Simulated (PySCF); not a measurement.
Match the calculated data to a structure.

All candidates are C3H6OS.

- UV, first state: lowest singlet excitation: 3.17 eV (391 nm, f = 0.000) [TDDFT CAM-B3LYP/def2-SVPD]
- UV, strongest line: among the 10 lowest singlet transitions: S2 at 5.43 eV (228 nm, f = 0.270) [TDDFT CAM-B3LYP/def2-SVPD]
- Dipole: 4.86 D [CAM-B3LYP/def2-SVPD]
- Triplet: lowest triplet excitation (Tamm–Dancoff): 2.80 eV [TDA CAM-B3LYP/def2-SVPD]
- Rotational structure: rotational constants A, B, C: 8.083, 2.706, 2.081 GHz [PBE0-D3(BJ)/def2-SVP]
- Polarisability: 66.3 au [CAM-B3LYP/def2-SVPD]

The electronic properties come from PySCF, for the isolated species, density fitting. Levels stand in brackets. The structure is a single PBE0-D3(BJ)/def2-SVP conformer in the gas phase; no vibrational or solvent corrections.

Question: Which candidate is it?
A. `COC(C)=S`
B. `CC(=S)CO`
C. `CC(=O)CS`

Answer: A. It is `COC(C)=S`. Numbering: `[CH3:1][O:2][C:3]([CH3:4])=[S:5]`. Its formula, C3H6OS, gives 1 degree of unsaturation: 0 rings and 1 π bond in the structure found. The optimised geometry has point group Cs and is an asymmetric top.

The others, at the same levels:
- `CC(=O)CS` fails: its computed lowest singlet excitation is 4.31 eV (287 nm, f = 0.003) (against 3.17 eV), lowest triplet excitation (Tamm–Dancoff) is 3.76 eV (against 2.80 eV) and strongest line among the 10 lowest singlet transitions is S10 at 8.08 eV (153 nm, f = 0.109) (against S2 at 5.43 eV).
- `CC(=S)CO` fails: its computed lowest singlet excitation is 2.95 eV (420 nm, f = 0.000) (against 3.17 eV), lowest triplet excitation (Tamm–Dancoff) is 2.53 eV (against 2.80 eV) and strongest line among the 10 lowest singlet transitions is S3 at 5.91 eV (210 nm, f = 0.178) (against S2 at 5.43 eV).

Each candidate is one conformer, not necessarily the lowest. The conformers computed, where there is a choice (atom-mapped SMILES and torsion angles):
- `[CH3:1][O:2][C:3]([CH3:4])=[S:5]`: C1–O2–C3–C4 1°
- `[CH3:1][C:2](=[O:3])[CH2:4][SH:5]`: C1–C2–C4–S5 -77°, H–S5–C4–C2 -61°
- `[CH3:1][C:2](=[S:3])[CH2:4][OH:5]`: C1–C2–C4–O5 175°, H–O5–C4–C2 5°
